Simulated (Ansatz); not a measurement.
**H2O (singlet): the correlation ladder at distance O1–H2 = 0.960 Å, cc-pVTZ**

The task here is to estimate one member of a computed series from the others.

Program: Ansatz 0.2.0, Gaussian basis. Level of theory: cc-pVTZ, core rule «outside noble gas», up to 1 orbitals frozen. These are calculated values, not measurements.

Plan: UHF; CCSD(T) on RHF; BCCD(T) on RHF; CISD; CCSDT(Q) on RHF; CASSCF and NEVPT2, 2 electrons in 2 orbitals; CASSCF and MRCISD+Q, 8 electrons in 6 orbitals; CASSCF and NEVPT2, 8 electrons in 6 orbitals.

21 further runs of the same task are left out: 12 that didn't finish, 9 set aside as unsound or not needed.

### The geometry

The geometry derives from a PBE0/def2-TZVP stationary point (not a proven minimum). One bond is set to the value named and the two fragments are kept rigid.

3 atoms, charge 0, spin multiplicity 1.

Atoms are counted from 1 here; the program's logs count them from 0.

Bond lengths: O1–H2 0.960 Å, O1–H3 0.960 Å. Angles: H2–O1–H3 105.1°.

Set-up of the first run:

Input file in.yaml:

```yaml
crystal:
  periodic: [false, false, false]
  atoms:
    - {symbol: O, position_ang: [0.000000, -0.065318, 0.000000]}
    - {symbol: H, position_ang: [0.000000, 0.518410, -0.761550]}
    - {symbol: H, position_ang: [0.000000, 0.518410, 0.761550]}
basis:
  gaussian: {orbitals: cc-pVTZ}
magnetization: {spin_polarized: true, initial_magnetization: 0}
hamiltonian: {xc: hf}
output: {orbitals: {seedname: orbitals}}
```

Started as:

```sh
ansatz run in.yaml --threads 1 --pin off --events-out ev --progress --plain --max-ram 2393MiB
```

Among the steps run: UHF; CCSD(T) on RHF; BCCD(T) on RHF; CISD; CCSDT(Q) on RHF; CASSCF and NEVPT2, 2 electrons in 2 orbitals; CASSCF and MRCISD+Q, 8 electrons in 6 orbitals; CASSCF and NEVPT2, 8 electrons in 6 orbitals.

One table of the session follows, with a row left open; its other results are not shown here.

It belongs to the step «Misses and costs». 

```
          method  from RCCSDT(Q) (meV)
             RHF               +7498.9
            RMP2                +380.9
            CISD                +512.1
           RCCSD                +220.1
        RCCSD(T)                 +11.8
         BCCD(T)                 +11.3
          RCCSDT                  +9.7
       RCCSDT(Q)                     0
     CASSCF pair               +6927.7
     NEVPT2 pair                +414.6
  CASSCF valence                     ?
  NEVPT2 valence                +844.2
  MRCISD valence                +313.9
MRCISD+Q valence                 +51.8
```

Q: Estimate the row for CASSCF valence from the others.

The run gave: from RCCSDT(Q) (meV): +6049.1. In the column «from RCCSDT(Q) (meV)» it lies between NEVPT2 valence (+844.2) and CASSCF pair (+6927.7).
